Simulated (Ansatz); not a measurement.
Job for Ansatz (a quantum-chemistry and plane-wave program): U-revPBE/def2-TZVPPD on CH3 (SMILES [CH3]), 2S+1 = 2. Files ending in .json are basis or fitting sets from the Basis Set Exchange.

Ansatz 0.2 input:
```yaml
crystal:
  periodic: [false, false, false]
  atoms:
    - {symbol: C, position_ang: [0.00000000, 0.00000000, -0.00000000]}
    - {symbol: H, position_ang: [0.00000000, 0.00000000, 1.07731727]}
    - {symbol: H, position_ang: [-0.00000000, 0.93298412, -0.53865863]}
    - {symbol: H, position_ang: [0.00000000, -0.93298412, -0.53865863]}
basis:
  gaussian:
    orbitals: def2-TZVPPD.json
hamiltonian:
  xc: {name: revPBE}
magnetization: {spin_polarized: true, initial_magnetization: 1}
```

Program output:

```
WARN ansatz: RAYON_NUM_THREADS=2 ignored (pool sized by the plan → 2); use --threads N
Functional definition: revPBE
integrals: 0.01 GiB planned
351 factors; their error is unknown
mean field: 0.19 GiB planned
mean field evaluation 1: about -1080.0950 eV, gradient 2.9e1 eV
mean field evaluation 2: about -1076.6800 eV, gradient 3.6e1 eV
mean field evaluation 4: about -1084.1928 eV, gradient 1.1e-1 eV
mean field evaluation 8: about -1084.1775 eV, gradient 2.9e-1 eV
mean field evaluation 16: about -1084.1777 eV, gradient 1.4e-5 eV
mean field -1084.17771342 eV, -39.8427960860 hartree, gradient 1.4e-5 eV, S^2 0.754169; 0 other end points of the search recorded, 0 dependent functions left out
reference -1084.17775107 eV, -39.8427974696 hartree; 5, 4 occupied and 83, 84 virtual orbitals, 351 factors
Total energy: -1084.17775107 eV, -39.8427974696 hartree
```

The run converged.

Cost: about 1.0 core-seconds (a rough figure).
